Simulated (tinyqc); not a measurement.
UKS/PBE0 in the sto-3g basis, for BH2, spin multiplicity 2, step by step (part 2 of 2). Computed by tinyqc, a small Python program that keeps every step (integrals from PySCF). Command: `OMP_NUM_THREADS=1 python tinyqc.py 25281 25282 out.jsonl` (the two numbers bound the seeds that draw the settings). One thread of a shared host (Intel(R) Xeon(R) Processor @ 2.60GHz), about 3 s of CPU time with the checks.

Geometry (angstrom):

| atom | x | y | z |
|---|---|---|---|
| B | 0.0000 | 0.0000 | 0.0000 |
| H | 0.0000 | 0.9600 | 0.5960 |
| H | 0.0000 | -1.0300 | 0.6390 |

## Iteration 2: building the Kohn-Sham matrix

D(alpha) after iteration 1, lower triangle:
```
          1B 1s    1B 2s  1B 2px   1B 2py  1B 2pz    2H 1s   3H 1s
1B 1s    1.0554
1B 2s   -0.1913   0.7562
1B 2px   0.0000   0.0000  0.0000
1B 2py   0.0008  -0.0106  0.0000   0.2079
1B 2pz   0.0958  -0.4232  0.0000   0.0056  0.5983
2H 1s   -0.0534   0.0421  0.0000   0.2207  0.2220   0.4065
3H 1s   -0.0472   0.0447  0.0000  -0.2242  0.2256  -0.0645  0.4175
```

D(beta) after iteration 1, lower triangle:
```
          1B 1s    1B 2s  1B 2px   1B 2py  1B 2pz    2H 1s   3H 1s
1B 1s    1.0279
1B 2s   -0.0811   0.3271
1B 2px   0.0000   0.0000  0.0000
1B 2py   0.0001  -0.0070  0.0000   0.2116
1B 2pz  -0.0215   0.0696  0.0000   0.0013  0.0149
2H 1s   -0.0948   0.1930  0.0000   0.2201  0.0442   0.3537
3H 1s   -0.0899   0.2022  0.0000  -0.2262  0.0402  -0.1142  0.3596
```

core Hamiltonian H = T + V (hartree), lower triangle:
```
           1B 1s    1B 2s   1B 2px   1B 2py   1B 2pz    2H 1s    3H 1s
1B 1s   -13.2260
1B 2s    -3.4310  -4.2823
1B 2px    0.0000   0.0000  -3.4042
1B 2py   -0.0023  -0.0131   0.0000  -3.5845
1B 2pz   -0.0203  -0.1743   0.0000  -0.0067  -3.4736
2H 1s    -0.9833  -2.0342   0.0000  -1.5012  -0.9716  -3.0308
3H 1s    -0.8150  -1.8226   0.0000   1.3910  -0.9003  -0.4981  -2.8862
```

nuclear repulsion = 4.790294 hartree

V_xc(alpha) (hartree), lower triangle:
```
          1B 1s    1B 2s   1B 2px   1B 2py   1B 2pz    2H 1s    3H 1s
1B 1s   -1.4248
1B 2s   -0.2166  -0.3633
1B 2px   0.0000   0.0000  -0.3109
1B 2py  -0.0002  -0.0009   0.0000  -0.3827
1B 2pz   0.0020  -0.0001   0.0000  -0.0015  -0.3857
2H 1s   -0.0621  -0.1847   0.0000  -0.1619  -0.1033  -0.3806
3H 1s   -0.0512  -0.1667   0.0000   0.1503  -0.0951  -0.0426  -0.3744
```

V_xc(beta) (hartree), lower triangle:
```
          1B 1s    1B 2s   1B 2px   1B 2py   1B 2pz    2H 1s    3H 1s
1B 1s   -1.4143
1B 2s   -0.2116  -0.3250
1B 2px   0.0000   0.0000  -0.2838
1B 2py  -0.0002  -0.0010   0.0000  -0.3650
1B 2pz  -0.0017  -0.0386   0.0000  -0.0014  -0.3168
2H 1s   -0.0611  -0.1765   0.0000  -0.1589  -0.1052  -0.3726
3H 1s   -0.0503  -0.1594   0.0000   0.1474  -0.0965  -0.0407  -0.3663
```

E_xc = sum of w rho eps_xc = -3.653297 hartree

Given earlier and not repeated: Two-electron integrals (ij|kl) in chemists' order.

J_ij = sum D_kl (ij|kl) with D = D(alpha) + D(beta), K_ij = sum D_kl (ik|jl) for each spin; F = H + J - 0.25 K(s) + V_xc; E = tr D H + tr D J / 2 - 0.125 sum_s tr D(s) K(s) + E_xc + E_nn.

Coulomb J (hartree), lower triangle:
```
         1B 1s   1B 2s  1B 2px   1B 2py  1B 2pz   2H 1s   3H 1s
1B 1s   8.7949
1B 2s   1.8106  3.8793
1B 2px  0.0000  0.0000  3.7851
1B 2py  0.0015  0.0046  0.0000   3.9600
1B 2pz  0.0147  0.1310  0.0000   0.0023  3.8798
2H 1s   0.5148  1.8328  0.0000   1.5018  0.9634  3.2405
3H 1s   0.4255  1.6480  0.0000  -1.3912  0.8911  0.4242  3.1337
```

exchange K(alpha) (hartree), lower triangle:
```
         1B 1s    1B 2s  1B 2px   1B 2py  1B 2pz   2H 1s   3H 1s
1B 1s   2.9717
1B 2s   0.5552   0.7373
1B 2px  0.0000   0.0000  0.1548
1B 2py  0.0002   0.0066  0.0000   0.5682
1B 2pz  0.0038  -0.0514  0.0000   0.0110  0.6361
2H 1s   0.1624   0.4159  0.0000   0.3478  0.2178  0.6735
3H 1s   0.1348   0.3809  0.0000  -0.3313  0.2083  0.1025  0.6510
```

exchange K(beta) (hartree), lower triangle:
```
         1B 1s   1B 2s  1B 2px   1B 2py  1B 2pz   2H 1s   3H 1s
1B 1s   2.9393
1B 2s   0.5402  0.5629
1B 2px  0.0000  0.0000  0.1059
1B 2py  0.0000  0.0087  0.0000   0.5271
1B 2pz  0.0007  0.1740  0.0000   0.0070  0.1741
2H 1s   0.1546  0.3985  0.0000   0.3392  0.1806  0.6329
3H 1s   0.1278  0.3683  0.0000  -0.3236  0.1658  0.0864  0.6084
```

F(alpha) (hartree), lower triangle:
```
          1B 1s    1B 2s  1B 2px   1B 2py   1B 2pz    2H 1s    3H 1s
1B 1s   -6.5988
1B 2s   -1.9758  -0.9507
1B 2px   0.0000   0.0000  0.0313
1B 2py  -0.0010  -0.0110  0.0000  -0.1493
1B 2pz  -0.0046  -0.0306  0.0000  -0.0087  -0.1386
2H 1s   -0.5711  -0.4902  0.0000  -0.2483  -0.1659  -0.3392
3H 1s   -0.4743  -0.4365  0.0000   0.2329  -0.1563  -0.1420  -0.2896
```

F(beta) (hartree), lower triangle:
```
          1B 1s    1B 2s  1B 2px   1B 2py   1B 2pz    2H 1s    3H 1s
1B 1s   -6.5802
1B 2s   -1.9671  -0.8687
1B 2px   0.0000   0.0000  0.0707
1B 2py  -0.0010  -0.0117  0.0000  -0.1213
1B 2pz  -0.0075  -0.1254  0.0000  -0.0075   0.0458
2H 1s   -0.5682  -0.4776  0.0000  -0.2431  -0.1585  -0.3211
3H 1s   -0.4718  -0.4261  0.0000   0.2281  -0.1471  -0.1362  -0.2709
```

total energy of this density = -25.547521 hartree

## Iteration 2: diagonalisation and new density

X, lower triangle:
```
          1B 1s    1B 2s  1B 2px   1B 2py   1B 2pz    2H 1s   3H 1s
1B 1s    1.0320
1B 2s   -0.1692   1.3278
1B 2px   0.0000   0.0000  1.0000
1B 2py  -0.0011   0.0290  0.0000   1.2134
1B 2pz  -0.0146   0.1563  0.0000   0.0132   1.0817
2H 1s    0.0283  -0.4023  0.0000  -0.3397  -0.2083   1.3259
3H 1s    0.0282  -0.3404  0.0000   0.2973  -0.1817  -0.0138  1.2584
```

Diagonalise F' = X^T F X, C = X C', fill 4 alpha and 3 beta electrons from the bottom; D(s) = C_occ C_occ^T. Each column has its largest component positive (the first on a tie).

F' = X^T F X (alpha) (hartree), lower triangle:
```
         1        2       3        4        5        6       7
1  -6.4176
2  -1.0751  -0.2968
3   0.0000   0.0000  0.0313
4   0.0016   0.0148  0.0000   0.1174
5  -0.0246   0.1370  0.0000   0.0045  -0.0361
6  -0.0973  -0.3364  0.0000  -0.3156  -0.1944   0.0543
7  -0.0625  -0.2910  0.0000   0.2866  -0.1749  -0.0341  0.0335
```

orbital energies (alpha) (hartree): MO1 -6.6063, MO2 -0.4851, MO3 -0.3276, MO4 -0.1743, MO5 0.0313, MO6 0.4862, MO7 0.5618

coefficients C (alpha):
```
            MO1      MO2      MO3      MO4     MO5      MO6      MO7
1B 1s    0.9889  -0.2356   0.0166   0.1395  0.0000   0.1449   0.1455
1B 2s    0.0440   0.6080  -0.0648  -0.5711  0.0000  -0.7917  -0.8752
1B 2px   0.0000   0.0000   0.0000   0.0000  1.0000   0.0000   0.0000
1B 2py   0.0008   0.0339   0.5112  -0.0061  0.0000   0.8102  -0.8707
1B 2pz   0.0057   0.1162   0.0059   0.8087  0.0000  -0.5396  -0.5591
2H 1s   -0.0102   0.3565   0.4225   0.1883  0.0000   0.0484   1.3177
3H 1s   -0.0094   0.2877  -0.4703   0.2079  0.0000   1.2140   0.0280
```

F' = X^T F X (beta) (hartree), lower triangle:
```
         1        2       3        4        5        6       7
1  -6.3987
2  -1.0813  -0.2078
3   0.0000   0.0000  0.0707
4   0.0017   0.0144  0.0000   0.1533
5  -0.0142   0.0362  0.0000   0.0061   0.1431
6  -0.0960  -0.3376  0.0000  -0.3228  -0.1880   0.0725
7  -0.0611  -0.2935  0.0000   0.2935  -0.1668  -0.0341  0.0528
```

orbital energies (beta) (hartree): MO1 -6.5874, MO2 -0.4562, MO3 -0.3105, MO4 0.0648, MO5 0.0707, MO6 0.5132, MO7 0.5914

coefficients C (beta):
```
            MO1      MO2      MO3      MO4     MO5      MO6      MO7
1B 1s    0.9892  -0.2222   0.0158   0.1632  0.0000   0.1583   0.1247
1B 2s    0.0431   0.5560  -0.0589  -0.6516  0.0000  -0.8789  -0.7636
1B 2px   0.0000   0.0000   0.0000   0.0000  1.0000   0.0000   0.0000
1B 2py   0.0008   0.0379   0.4998   0.0039  0.0000   0.7007  -0.9668
1B 2pz   0.0066   0.1822  -0.0133   0.7756  0.0000  -0.6213  -0.5003
2H 1s   -0.0103   0.3776   0.4235   0.1895  0.0000   0.2068   1.2957
3H 1s   -0.0095   0.2992  -0.4849   0.1982  0.0000   1.2015  -0.1195
```

D(alpha) after iteration 2, lower triangle:
```
          1B 1s    1B 2s  1B 2px   1B 2py  1B 2pz    2H 1s   3H 1s
1B 1s    1.0533
1B 2s   -0.1806   0.7020
1B 2px   0.0000   0.0000  0.0000
1B 2py   0.0004  -0.0090  0.0000   0.2625
1B 2pz   0.0912  -0.3914  0.0000   0.0020  0.6676
2H 1s   -0.0608   0.0814  0.0000   0.2269  0.1961   0.3411
3H 1s   -0.0560   0.0863  0.0000  -0.2319  0.1987  -0.0569  0.3473
```

D(beta) after iteration 2, lower triangle:
```
          1B 1s    1B 2s  1B 2px   1B 2py  1B 2pz    2H 1s   3H 1s
1B 1s    1.0282
1B 2s   -0.0819   0.3145
1B 2px   0.0000   0.0000  0.0000
1B 2py   0.0002  -0.0083  0.0000   0.2512
1B 2pz  -0.0342   0.1024  0.0000   0.0003  0.0334
2H 1s   -0.0874   0.1846  0.0000   0.2260  0.0631   0.3221
3H 1s   -0.0836   0.1945  0.0000  -0.2310  0.0609  -0.0923  0.3247
```

## Iteration 9 (converged): orbitals

converged F(alpha) (hartree), lower triangle:
```
          1B 1s    1B 2s  1B 2px   1B 2py   1B 2pz    2H 1s    3H 1s
1B 1s   -6.5635
1B 2s   -1.9684  -0.9375
1B 2px   0.0000   0.0000  0.0466
1B 2py  -0.0010  -0.0106  0.0000  -0.1432
1B 2pz  -0.0026  -0.0262  0.0000  -0.0080  -0.1290
2H 1s   -0.5689  -0.4847  0.0000  -0.2451  -0.1607  -0.3296
3H 1s   -0.4725  -0.4326  0.0000   0.2310  -0.1520  -0.1409  -0.2829
```

converged F(beta) (hartree), lower triangle:
```
          1B 1s    1B 2s  1B 2px   1B 2py   1B 2pz    2H 1s    3H 1s
1B 1s   -6.5443
1B 2s   -1.9582  -0.8463
1B 2px   0.0000   0.0000  0.0905
1B 2py  -0.0009  -0.0112  0.0000  -0.1076
1B 2pz  -0.0062  -0.1318  0.0000  -0.0075   0.0603
2H 1s   -0.5659  -0.4713  0.0000  -0.2407  -0.1615  -0.3219
3H 1s   -0.4699  -0.4215  0.0000   0.2270  -0.1507  -0.1364  -0.2761
```

As before.

F' = X^T F X (alpha) (hartree), lower triangle:
```
         1        2       3        4        5        6       7
1  -6.3821
2  -1.0745  -0.2813
3   0.0000   0.0000  0.0466
4   0.0016   0.0151  0.0000   0.1238
5  -0.0232   0.1415  0.0000   0.0051  -0.0271
6  -0.0968  -0.3378  0.0000  -0.3162  -0.1927   0.0637
7  -0.0619  -0.2926  0.0000   0.2875  -0.1733  -0.0351  0.0402
```

orbital energies (alpha) (hartree): MO1 -6.5712, MO2 -0.4739, MO3 -0.3210, MO4 -0.1660, MO5 0.0466, MO6 0.4959, MO7 0.5734

coefficients C (alpha):
```
            MO1      MO2      MO3      MO4     MO5      MO6      MO7
1B 1s    0.9888  -0.2355   0.0150   0.1382  0.0000   0.1427   0.1503
1B 2s    0.0445   0.6043  -0.0591  -0.5644  0.0000  -0.7735  -0.8984
1B 2px   0.0000   0.0000   0.0000   0.0000  1.0000   0.0000   0.0000
1B 2py   0.0007   0.0320   0.5131  -0.0049  0.0000   0.8316  -0.8492
1B 2pz   0.0054   0.1073   0.0052   0.8118  0.0000  -0.5239  -0.5713
2H 1s   -0.0103   0.3586   0.4214   0.1885  0.0000   0.0138   1.3182
3H 1s   -0.0095   0.2948  -0.4691   0.2051  0.0000   1.2122   0.0571
```

F' = X^T F X (beta) (hartree), lower triangle:
```
         1        2       3        4        5        6       7
1  -6.3628
2  -1.0802  -0.1841
3   0.0000   0.0000  0.0905
4   0.0017   0.0149  0.0000   0.1702
5  -0.0120   0.0324  0.0000   0.0061   0.1603
6  -0.0960  -0.3356  0.0000  -0.3238  -0.1916   0.0688
7  -0.0612  -0.2915  0.0000   0.2945  -0.1706  -0.0351  0.0448
```

orbital energies (beta) (hartree): MO1 -6.5515, MO2 -0.4487, MO3 -0.3070, MO4 0.0844, MO5 0.0905, MO6 0.5197, MO7 0.6003

coefficients C (beta):
```
            MO1      MO2      MO3      MO4     MO5      MO6      MO7
1B 1s    0.9892  -0.2167  -0.0132   0.1699  0.0000   0.1593   0.1248
1B 2s    0.0432   0.5299   0.0504  -0.6734  0.0000  -0.8812  -0.7613
1B 2px   0.0000   0.0000   0.0000   0.0000  1.0000   0.0000   0.0000
1B 2py   0.0007   0.0342  -0.4853   0.0071  0.0000   0.7019  -0.9735
1B 2pz   0.0064   0.1897   0.0128   0.7646  0.0000  -0.6311  -0.5022
2H 1s   -0.0102   0.3888  -0.4343   0.1896  0.0000   0.2104   1.2883
3H 1s   -0.0094   0.3165   0.4959   0.1995  0.0000   1.1920  -0.1223
```

D(alpha) after iteration 9, lower triangle:
```
          1B 1s    1B 2s  1B 2px   1B 2py  1B 2pz    2H 1s   3H 1s
1B 1s    1.0525
1B 2s   -0.1772   0.6891
1B 2px   0.0000   0.0000  0.0000
1B 2py   0.0002  -0.0082  0.0000   0.2644
1B 2pz   0.0923  -0.3934  0.0000   0.0022  0.6705
2H 1s   -0.0622   0.0849  0.0000   0.2268  0.1936   0.3418
3H 1s   -0.0575   0.0896  0.0000  -0.2323  0.1957  -0.0532  0.3491
```

D(beta) after iteration 9, lower triangle:
```
          1B 1s    1B 2s  1B 2px   1B 2py  1B 2pz    2H 1s   3H 1s
1B 1s    1.0256
1B 2s   -0.0728   0.2852
1B 2px   0.0000   0.0000  0.0000
1B 2py  -0.0003  -0.0063  0.0000   0.2366
1B 2pz  -0.0350   0.1015  0.0000   0.0003  0.0362
2H 1s   -0.0887   0.1837  0.0000   0.2240  0.0681   0.3399
3H 1s   -0.0845   0.1923  0.0000  -0.2298  0.0663  -0.0922  0.3462
```

## Convergence

Stop when the energy changes by less than 1e-09 hartree and every element of the error matrix X^T (F D S - S D F) X (for each spin) is below 9e-06.

Course of the cycle:

| iteration | E (hartree) | change | largest element of the error matrix |
|---|---|---|---|
| 1 | -25.600934 | - | 3.74e-01 |
| 2 | -25.547521 | 5.34e-02 | 2.85e-02 |
| 3 | -25.554468 | -6.95e-03 | 1.07e-02 |
| 4 | -25.554946 | -4.78e-04 | 4.75e-03 |
| 5 | -25.555010 | -6.40e-05 | 7.48e-04 |
| 6 | -25.555014 | -4.76e-06 | 1.06e-04 |
| 7 | -25.555014 | -1.04e-07 | 2.20e-05 |
| 8 | -25.555014 | -3.60e-09 | 3.24e-06 |
| 9 | -25.555014 | -6.42e-11 | 1.51e-06 |

PySCF UKS in the same basis, fine grid, after a stability check = -25.541643 hartree

Converged in 9 iterations. The coarse grid moves the energy by -1.34e-02 hartree.

## Populations, bond orders and dipole

overlap S, lower triangle:
```
         1B 1s   1B 2s  1B 2px   1B 2py  1B 2pz   2H 1s   3H 1s
1B 1s   1.0000
1B 2s   0.2693  1.0000
1B 2px  0.0000  0.0000  1.0000
1B 2py  0.0000  0.0000  0.0000   1.0000
1B 2pz  0.0000  0.0000  0.0000   0.0000  1.0000
2H 1s   0.0763  0.5073  0.0000   0.4313  0.2678  1.0000
3H 1s   0.0632  0.4645  0.0000  -0.4084  0.2534  0.1211  1.0000
```

Mulliken: Z minus the diagonal of D S on the atom; Loewdin: the same with S^(1/2) D S^(1/2); Mayer order: 2 sum_s sum (D(s) S)_ij (D(s) S)_ji over the two atoms.

Charges (e):

| atom | Mulliken | Loewdin | Mulliken spin |
|---|---|---|---|
| 1B | 0.1081 | 0.1020 | 1.0112 |
| 2H | -0.0533 | -0.0496 | -0.0066 |
| 3H | -0.0548 | -0.0524 | -0.0046 |

Mayer bond orders:

| pair | order |
|---|---|
| 2-1 | 0.9927 |
| 3-1 | 0.9926 |
| 3-2 | 0.0044 |

dipole moment about the origin, x y z (debye): 0.0000  0.0303  -0.2131

<S^2> of the determinant (pure state: 0.75) = 0.7506
